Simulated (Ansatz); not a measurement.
One 2-atom cell of diamond-structure Si (8×8×8 k mesh) in Ansatz (a quantum-chemistry and plane-wave program) on different hardware, wall time of one geometry. Timed on an otherwise idle machine. Each time is one whole self-consistent calculation from the program's own starting density. Runs that were refused, crashed or met a hardware fault are not listed.

| level | 1 threads on AMD EPYC 9R45 | 1 x GB200 with 34 host threads | 1 x GB300 with 34 host threads | 4 x GB200 with 142 host threads | 4 x GB200 with 72 host threads | 4 x GB300 with 142 host threads | 4 x GB300 with 72 host threads | 72 threads on Grace (Neoverse V2), one socket | 8 threads on AMD EPYC 9R45 | 94 threads on AMD EPYC 9R45 |
|---|---|---|---|---|---|---|---|---|---|---|
| LDA | 0.30 s | 0.84 s | 0.87 s | – | 3.3 s | – | 3.3 s | 0.17 s | 0.15 s | 0.23 s |
| PBE | 0.31 s | 0.87 s | 0.87 s | – | 3.3 s | – | 3.4 s | 0.16 s | 0.15 s | 0.23 s |
| PBE-D3(BJ) | 0.31 s | 0.87 s | 0.86 s | – | 3.4 s | – | 3.4 s | 0.15 s | 0.15 s | 0.23 s |
| r²SCAN | 0.70 s | 0.97 s | 1.3 s | – | 3.6 s | – | 3.3 s | 0.26 s | 0.25 s | 0.34 s |
| r²SCAN+rVV10 | 1.7 s | 1.1 s | 1.2 s | – | 3.5 s | – | 3.6 s | 0.36 s | 0.43 s | 0.60 s |
| HSE06 | 18 s | 3.6 s | 3.4 s | 8.6 s | – | 9.0 s | – | 1.9 s | 3.6 s | 2.7 s |
| PBE0 | 18 s | 3.0 s | 3.3 s | 8.4 s | – | 8.8 s | – | 1.8 s | 3.6 s | 2.7 s |
| Hartree–Fock | 19 s | 3.5 s | 3.8 s | 8.9 s | – | 9.4 s | – | 2.1 s | 4.0 s | 2.9 s |
